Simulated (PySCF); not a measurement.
**C5H5O: g tensor and hyperfine couplings**

Species: C₅H₅O (doublet state).
Geometry (GFN2-xTB, Å), atoms numbered from 1 in this order:
```xyz
11
C5H5O angstrom
C     -2.222    0.070    0.130
C     -0.987   -0.450    0.329
C      0.195    0.297    0.300
C      1.469   -0.283    0.512
C      2.613    0.365    0.497
O      3.631    0.930    0.486
H     -2.363    1.119   -0.066
H     -3.103   -0.545    0.161
H     -0.894   -1.512    0.524
H      0.142    1.357    0.107
H      1.524   -1.346    0.704
```

The hyperfine couplings belong to this conformer and change with its torsions.

As a line formula: `C=C[CH]C=C=O` [radical].

Method: UKS B3LYP, pcH-1 on C H O, non-relativistic, mean-field spin-orbit, GIAO (PySCF). The structure is a single GFN2-xTB conformer in the gas phase; no vibrational or solvent corrections. The geometry wasn't refined by DFT: couplings that depend on bond lengths, twists or pyramidal angles can differ widely from those at the functional's own minimum. No stability test was run, so a lower SCF solution isn't excluded. ⟨S²⟩ is 0.776 where a pure state has 0.75.

| Item | Value |
| --- | --- |
| g1, g2, g3 | 1.99996, 2.00211, 2.00332 |
| g_iso | 2.00180 |
| Form of g | rhombic: the two nearest values differ by 36 % of g3 − g1 |
| ⟨S²⟩ | 0.7764 (exact 0.7500) |
| α and β electrons | 22, 21 |
| Total energy | -268.70205 Eh |

Isotropic coupling and dipolar principal values T1 to T3, in 10⁻⁴ cm⁻¹ (1 × 10⁻⁴ cm⁻¹ = 2.998 MHz):

```
atom  isotope  a_iso     T1     T2    T3  Mulliken spin population
  C1      13C   14.6  -13.9  -13.3  27.2                      0.55
  C2      13C  -13.9   -8.4    3.4   5.0                     -0.23
  C3      13C   16.9  -15.3  -15.2  30.4                      0.56
  C4      13C   -9.7   -2.7    0.7   2.1                     -0.10
  C5      13C    4.1   -6.6   -5.9  12.5                      0.19
  O6      17O   -3.0  -12.7    6.1   6.6                      0.08
  H7       1H  -10.7   -5.7   -0.4   6.1                     -0.02
  H8       1H  -11.4   -6.8    0.0   6.8                     -0.03
  H9       1H    3.4   -1.4   -0.5   1.9                      0.01
 H10       1H  -11.7   -6.0   -0.7   6.7                     -0.02
 H11       1H    0.8   -1.1    0.5   0.7                      0.00
```

The Mulliken spin populations are largest on C3 (+0.56), C1 (+0.55), C2 (-0.23) and C5 (+0.19). Three atoms exceed +0.15. The positive populations add up to 1.40 and the negative ones to -0.40, together 2S = 1. The angles at C3 add up to 360.0°, so it is planar.

The SMILES `C=C[CH]C=C=O` draws the unpaired electron on C3, whose computed spin population is only +0.56.

Axes: g1 points within 6° of the C2–C3 bond and g2 is normal to the molecular plane.

Under fast tumbling the dipolar parts average out, and these isotropic splittings remain: 1 × 1H (H10, I = 1/2, 2 lines) with 1.25 mT, 1 × 1H (H8, I = 1/2, 2 lines) with 1.22 mT, 1 × 1H (H7, I = 1/2, 2 lines) with 1.15 mT, 1 × 1H (H9, I = 1/2, 2 lines) with 0.37 mT and 1 × 1H (H11, I = 1/2, 2 lines) with 0.09 mT.

The 17O coupling of O6 (-9.0 MHz) shows only in satellite lines or after enrichment, since that isotope makes up about 0.038 % of natural oxygen.

The 13C coupling of C3 (50.5 MHz) shows only in satellite lines or after enrichment, since that isotope makes up about 1.07 % of natural carbon.

β density exceeds α density at some nuclei, such as C2 (-0.0371), C4 (-0.0259) and H10 (-0.0078), spin density in bohr⁻³. In a single determinant that takes different orbitals for the two spins, that is spin polarisation.
